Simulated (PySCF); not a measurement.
Below is a simulated gas-phase Si 2p photoelectron spectrum of `F[SiH2-]`.

Every computed line was given a Gaussian of 0.7 eV full width at half maximum and an area set by the number of equivalent atoms (split 2:1 within a doublet); the highest printed point is 100. The calculation used PySCF, delta-SCF UKS SCAN, pcX-2 on the ionised atom, pcseg-1 elsewhere, spin-free X2C.

binding energy (eV), intensity and a bar:
```
     99.3          0 
     99.4          1 
     99.5          2 
     99.6          4 #
     99.7          9 ###
     99.8         18 #####
     99.9         31 #########
    100.0         48 ##############
    100.1         68 ####################
    100.2         85 ##########################
    100.3         97 #############################
    100.4        100 ##############################
    100.5         96 #############################
    100.6         87 ##########################
    100.7         77 #######################
    100.8         69 #####################
    100.9         62 ###################
    101.0         55 #################
    101.1         47 ##############
    101.2         37 ###########
    101.3         27 ########
    101.4         17 #####
    101.5         10 ###
    101.6          5 ##
    101.7          2 #
    101.8          1 
    101.9          0 
    102.0          0
```

Question: How many maxima does the curve show, and how many computed lines lie under it?

Answer: The curve has 1 maximum (at 100.4 eV). Under it lie 2 lines from 1 inequivalent silicon site, drawn as a 2p3/2, 2p1/2 pair. At this width some lines have no maximum of their own.

Question: Decompose the envelope and assign each component. Numbering: `[F:1][SiH2-:2]`.

Answer: 
```csv
position (eV),relative area,line,atoms,environment
100.35,0.67,Si 2p3/2,Si2,silicon bonded to F and 2 H
100.98,0.33,Si 2p1/2,Si2,silicon bonded to F and 2 H
```

Shake-up satellites, vibrational structure and lifetime widths aren't simulated. The 2p values add to the ΔSCF energy of one spin-free hole a correction within the shell (spin–orbit coupling, ligand field). 2p1/2 minus 2p3/2 (ligand field included): Si 0.63 eV. The species carries charge -1, so core ionisation leaves a neutral species. The basis sets have no added diffuse functions. Isolated species at its PBE0-D3(BJ)/def2-SVP geometry, gas phase. The geometry's basis has no diffuse functions, a weakness for an anion.

The run took 3.1 s on an Arm Neoverse V2 with one thread, on a shared host.
